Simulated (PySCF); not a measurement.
C4H4F2.
Atom-mapped SMILES: `[CH2:1]=[CH:2][CH:3]=[C:4]([F:5])[F:6]` (hydrogens: H7, H8 on C1; H9 on C2; H10 on C3)

Method used: PBE0-D3(BJ)/def2-SVP geometry optimisation, gas phase in PySCF.

Problem. What internal coordinates does the optimisation give?

Solution. 
```json
{"bond": "C1=C2", "length (Å)": "1.340", "order": "double"}
{"bond": "C2–C3", "length (Å)": "1.450", "order": "single"}
{"bond": "C3=C4", "length (Å)": "1.335", "order": "double"}
{"bond": "C4–F5", "length (Å)": "1.310", "order": "single"}
{"bond": "C4–F6", "length (Å)": "1.309", "order": "single"}
{"bond": "C1–H7", "length (Å)": "1.092", "order": "single"}
{"bond": "C1–H8", "length (Å)": "1.094", "order": "single"}
{"bond": "C2–H9", "length (Å)": "1.095", "order": "single"}
{"bond": "C3–H10", "length (Å)": "1.092", "order": "single"}
```

Orders are formal, as drawn. A selection of angles:
```json
{"angle": "C2–C1–H7", "degrees": "121.3"}
{"angle": "C2–C1–H8", "degrees": "121.5"}
{"angle": "H7–C1–H8", "degrees": "117.2"}
{"angle": "C1–C2–C3", "degrees": "124.1"}
{"angle": "C1–C2–H9", "degrees": "119.3"}
{"angle": "C3–C2–H9", "degrees": "116.6"}
{"angle": "C2–C3–C4", "degrees": "123.7"}
{"angle": "C2–C3–H10", "degrees": "120.0"}
{"angle": "C4–C3–H10", "degrees": "116.3"}
{"angle": "C3–C4–F5", "degrees": "124.9"}
{"angle": "C3–C4–F6", "degrees": "124.6"}
{"angle": "F5–C4–F6", "degrees": "110.5"}
```

Dihedral angles: C1–C2–C3–C4 180° (antiperiplanar); C2–C3–C4–F5 0° (synperiplanar).

The 3 C–C bonds span 1.335 Å (C3=C4, drawn double) to 1.450 Å (C2–C3, drawn single), a spread of 0.115 Å. The 6 heavy atoms lie in one plane (0.001 Å rms). Of the pairs four or more bonds apart, F5···H9 is among the closest relative to their van der Waals radii: 2.59 Å, 97 % of the sum of Bondi's values.

Point group: Cs (tolerance 0.08 Å). PBE0-D3(BJ)/def2-SVP frequencies: not computed here. The numbers are those of one conformer.
